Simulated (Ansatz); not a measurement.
We consider 1T (CdI2-type) TiTe2, described by rVV10 in Ansatz (plane waves, PAW).

Run with plane-wave cutoff 520 eV, 18×18×10 k mesh (along the axes of the cell as run), Fermi–Dirac smearing 0.05 eV, no spin polarisation, scalar-relativistic PAW data made under PBE.

A third-order Birch–Murnaghan fit to the energies gives V0 = 27.982 Å³/atom, B0 = 32.2 GPa, B′ = 8.1.

```csv
V (Å³/atom),P (GPa)
26.859,[?]
27.418,[?]
27.978,0.005
28.537,-0.587
29.097,-1.068
```

Question: Estimate the withheld pressures from this fit; the answers are the runs' own values.

Answer: 
- 26.859, P (GPa): 1.549
- 27.418, P (GPa): 0.706

The formula P = (3/2) B0 (x^(7/3) − x^(5/3)) [1 + (3/4)(B′ − 4)(x^(2/3) − 1)] with x = V0/V meets the computed pressures within 0.01 GPa when these rounded values are put in.

Shape and atoms are relaxed at each volume.

Note: the bulk modulus comes from volumes at which shape and atoms were relaxed.

Spin–orbit coupling is not included; it can open a gap where bands touch, and shift volumes and moduli.

Computed values are for the static lattice.

It cost roughly 22 core-minutes of CPU time.

Ansatz is an electronic-structure program.
